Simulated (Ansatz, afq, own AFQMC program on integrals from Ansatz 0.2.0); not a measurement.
Two steps: Ansatz 0.2.0 writes the Fock matrix and Cholesky factors of the valence space, and afq projects on them the lowest state that overlaps trial and start.

```yaml
crystal:
  periodic: [false, false, false]
  atoms:
    - {symbol: B, position_ang: [0.000000, 0.000000, 1.731547]}
    - {symbol: Al, position_ang: [0.000000, 0.000000, -0.588094]}
    - {symbol: H, position_ang: [0.000000, -1.367107, -1.414802]}
    - {symbol: H, position_ang: [0.000000, 1.367107, -1.414802]}
basis:
  gaussian: {orbitals: cc-pVDZ}
magnetization: {spin_polarized: false}
correlation: {method: ccsd_t, electrons: outside_noble_gas, hamiltonian_folder: ham}
```

```sh
$ ansatz run in.yaml --threads 1 --pin off --events-out ev --progress --plain --max-ram 1382MiB
```

afq runs on the folder ham with

```
--method free --trial cisd --walkers 70 --time-step 0.03 --max-blocks 80 --target-error 0.00034 --factor-cut 1e-05 --seed 6927 --times 0,0.3,0.6,1.2,1.8,2.4,3.6,4.8,6 --taylor-order 8
```

Times are imaginary, in 1/Eh. The walk had a cap of 482 s.

Log:

```
orbitals 36  electrons 4 4  factors 264 of 399
reference energy -267.59139595 Eh
CCSD correlation -0.16093823 Eh in 16 cycles, weight of the determinant in the CISD state 0.8576
repeat  energy at the last time / Eh  error
    10  -267.758462  0.002194
    20  -267.759662  0.001465
    30  -267.758401  0.001100
    40  -267.758358  0.000910
    50  -267.758525  0.000776
    60  -267.758213  0.000651
    70  -267.758203  0.000596
    80  -267.758089  0.000547
time / (1/Eh)  energy / Eh  error  mean overlap
  0.00  -267.752305  0.000129  1.1671
  0.30  -267.754326  0.000141  1.1638
  0.60  -267.755463  0.000145  1.1674
  1.20  -267.756739  0.000171  1.1665
  1.80  -267.757086  0.000203  1.1686
  2.40  -267.757324  0.000202  1.1534
  3.60  -267.757197  0.000263  1.1580
  4.80  -267.758190  0.000425  1.1207
  6.00  -267.758089  0.000547  1.0895
energy -267.758089 +/- 0.000547 Eh
```

The run passed its tests (error under three times the target), which doesn't prove that it has relaxed.

Against this walk (error 14.9 meV) on the same determinant: CCSD(T) 55.1 meV higher, CCSDT(Q) 16.8 meV higher (within the noise). The error is statistical, and a free projection of finite length keeps a remainder of its start.

Cautions: remainder of the start not in the error; error above the target (14.9 against 9.3 meV); higher spins were not checked; restricted determinant unstable towards unrestricted (UHF 540 meV lower, ⟨S²⟩ 0.85).

The walk took 2.2 min on 1 thread of Arm Neoverse V1 (shared host). The log's last line is the free-projection energy.

CCSDT and higher add their correlation energy to the determinant of the CCSD(T) run, since their own runs factorise the integrals more tightly (a shift of under 2 meV). A walk keeps the symmetry of its determinant, which the program's search chose and which needn't be the lowest solution, so a lower state of the same spin and another symmetry isn't excluded.
